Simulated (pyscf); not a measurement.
## Routes from orthosilicic acid (HO–Si(OH)(OH)–OH) + hydrogen (H₂)

Candidate steps break at most two bonds and form at most two. Each was searched with GFN2-xTB (tblite) first. PySCF, gas phase, ωB97X-D3(BJ)/def2-SVP geometries. Energies: ωB97M-D3(BJ)/def2-TZVP, kcal/mol, from the separated reactants, singlet surface; ΔG‡ with ideal gas, 1 atm, RRHO with modes under 100 cm⁻¹ raised to 100, one conformer, R ln 2 for chiral ones without a mode under 150 cm⁻¹.

| products | type | ΔE‡ | ΔE | ΔG‡ 298 K | ΔG‡ 900 K | ν‡ (cm⁻¹) |
|---|---|---|---|---|---|---|
| HO–SiH(OH)–OH + H₂O | four-centre exchange | 54.1 | +24.7 | 64.3 | 83.6 | 1151i |
| HO–Si(OH)(OH)–OH + H₂ | four-centre exchange | 69.1 | 0.0 | 74.9 | 90.3 | 2810i |

Row 1: On the product side the descent ends in a bound adduct (not fully relaxed), 9.2 kcal/mol under the separated species and 39.4 kcal/mol under the saddle at ωB97X-D3(BJ)/def2-TZVP. 

Plain bond fissions and candidates not yet searched are not listed, and one of them may be faster. Each barrier is that of the saddle found; lower ones may exist.
